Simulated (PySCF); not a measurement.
# NaLi−: from the state search to spectroscopic constants

One table from this session's results is given with a row withheld; the runs are named, their logs left out.

Method: Na aug-pcseg-1, Li aug-pcseg-1, no relativity; program: PySCF 2.14.0.

4 further runs of the same task are left out: 4 set aside as unsound or not needed.

The first run:

A driver script around PySCF takes these settings:

* atoms: Na, Li
* charge: -1
* basis: Na aug-pcseg-1, Li aug-pcseg-1
* Hamiltonian: no relativity
* basis functions: 27
* electrons treated: 15
* masses in u: 22.9898, 7.0160
* levels: PBE0, PBE, r²SCAN, M06-2X, PBEsol, M06, MP2, SCS-MP2, CCSD, CCSD(T)
* grid: 80 radial by 434 angular points
* occupations: held fixed by the projection of orbital angular momentum
* dissociation limit: Na + Li−, each in its ground configuration
* starting distance in angstrom: 2.960
* values of 2S to try: 1, 3

Run with:

```console
> OMP_NUM_THREADS=1 python dia.py task.json out
```

Steps of the session up to this table: Input; PBE0 along the bond; PBE (GGA); r²SCAN; M06-2X (hybrid meta-GGA); PBEsol; M06; MP2 and coupled cluster.

One table of the session follows, with a row left open; its other results are not shown here.

It belongs to the step «The curves together». Energy (eV) from each level's lowest point:

```
R (Å)  ROHF-MP2  ROHF-SCS-MP2  ROHF-CCSD  ROHF-CCSD(T)    PBE
2.876     0.103         0.108        n/a           n/a  0.064
3.010     0.053         0.058      0.052         0.051  0.027
3.143     0.022         0.025      0.021         0.021  0.007
3.244     0.008         0.010      0.008         0.008  0.000
3.344     0.001         0.003      0.001         0.001  0.000
3.444     0.000         0.000      0.000         0.000  0.004
3.578         ?             ?          ?             ?      ?
3.745     0.019         0.016      0.019         0.020  0.037
3.946     0.045         0.039      0.044         0.045  0.068
4.213     0.087         0.078        n/a           n/a  0.115
```

Estimate the missing values for R (Å) = 3.578.

Worked estimate for «ROHF-MP2». A straight line through the neighbours (3.444, 0.000) and (3.745, 0.019) gives 0.000 + (0.019 − 0.000) × (3.578 − 3.444) / (3.745 − 3.444) = 0.008; a parabola fitted to 4 rows on both sides gives 0.005.

**Answer.** ROHF-MP2: 0.005; ROHF-SCS-MP2: 0.003; ROHF-CCSD: 0.005; ROHF-CCSD(T): 0.005; PBE: 0.016. In «ROHF-MP2» the line misses by +0.003 and the parabola by 0.000.
